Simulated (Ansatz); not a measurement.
## Appearance energy of a fragment ion: C5H9N → [C4H9]+ + CN + e⁻

Species: C5H9N (tert-butyl isocyanide) `[C-]#[N+]C(C)(C)C`, singlet; [C4H9]+ `C[C+](C)C`, singlet; CN, doublet. 

Shapes, held fixed at every level: PBE0-D4/def2-TZVP. Programs: Ansatz 0.2.0. Electronic energies: no zero-point or thermal term.

```tsv
level	kind	ΔE (eV)
HF/def2-SVP	Hartree–Fock	+9.92
SPW92/def2-TZVPP	LDA	+11.53
B3LYP-D4/def2-TZVPP	global hybrid	+11.18
BHLYP-D4/def2-TZVPP	global hybrid	+11.30
r2SCAN0-D4/def2-TZVPP	global hybrid	+11.20
wB97M-V/def2-TZVPP	range-separated hybrid	+11.39
B2PLYP/def2-TZVPP	double hybrid	+11.05
```

B2PLYP/def2-TZVPP gives ΔE = +11.05 eV; the levels span +9.92 to +11.53. The median of the levels is +11.20. No measured value is set beside it here. Spin contamination: CN (⟨S²⟩ up to 1.11). Open shells run unrestricted unless RO is named. The onset seen in experiment also holds zero-point changes and kinetic shifts.
